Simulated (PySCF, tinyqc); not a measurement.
CCSD on RHF in the sto-3g basis, for HF, spin multiplicity 1, step by step. The lowest restricted solution is unstable here: a spin-polarised one lies 0.0010 hartree lower (PySCF). One step of it, computed by the program tinyqc.

Task: Orthogonalisation. S = U s U^T; symmetric (Loewdin) form X = U s^(-1/2) U^T, so that X^T S X = 1.

overlap S, order 1F 1s, 1F 2s, 1F 2px, 1F 2py, 1F 2pz, 2H 1s:
$$\begin{pmatrix}
1.000000 & 0.237990 & 0.000000 & 0.000000 & 0.000000 & 0.023359 \\
0.237990 & 1.000000 & 0.000000 & 0.000000 & 0.000000 & 0.267917 \\
0.000000 & 0.000000 & 1.000000 & 0.000000 & 0.000000 & 0.000000 \\
0.000000 & 0.000000 & 0.000000 & 1.000000 & 0.000000 & 0.000000 \\
0.000000 & 0.000000 & 0.000000 & 0.000000 & 1.000000 & 0.234953 \\
0.023359 & 0.267917 & 0.000000 & 0.000000 & 0.234953 & 1.000000
\end{pmatrix}$$

Give: eigenvalues of S; X.

Result:

eigenvalues of S: [0.6042, 0.8517, 1.0000, 1.0000, 1.1279, 1.4163]

X, order 1F 1s, 1F 2s, 1F 2px, 1F 2py, 1F 2pz, 2H 1s:
$$\begin{pmatrix}
1.0226 & -0.1270 & 0.0000 & 0.0000 & -0.0031 & 0.0144 \\
-0.1270 & 1.0534 & 0.0000 & 0.0000 & 0.0267 & -0.1490 \\
0.0000 & 0.0000 & 1.0000 & 0.0000 & 0.0000 & 0.0000 \\
0.0000 & 0.0000 & 0.0000 & 1.0000 & 0.0000 & 0.0000 \\
-0.0031 & 0.0267 & 0.0000 & 0.0000 & 1.0229 & -0.1280 \\
0.0144 & -0.1490 & 0.0000 & 0.0000 & -0.1280 & 1.0531
\end{pmatrix}$$
